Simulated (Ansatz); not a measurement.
Results of LDA in Ansatz (plane waves, PAW) for hcp Co.

A relaxed, unreconstructed slab of the (0001) face has 8 atoms, two equal faces of 5.105 Å² each and an energy of -40500.3716 eV. A bulk cell of 2 atoms with the same orientation and in-plane k mesh has -10125.5348 eV. Energies are extrapolated to zero smearing.

Settings: plane-wave cutoff 500 eV, 30×30×1 k mesh (along the axes of the cell as run), Fermi–Dirac smearing 0.1 eV, spin-polarised with parallel moments, scalar-relativistic PAW data made under PBE.

Worked out: γ = (E_slab − N E_bulk per atom)/2A = [-40500.3716 − 8 × (-10125.5348/2)]/(2 × 5.105) = 0.1731 eV/Å². With 16.022 J/m² per eV/Å² this is 2.77 J/m², or 0.88 eV per surface cell and face.

Note: a magnet's gap depends somewhat on the PAW data.

Ansatz is an electronic-structure program.
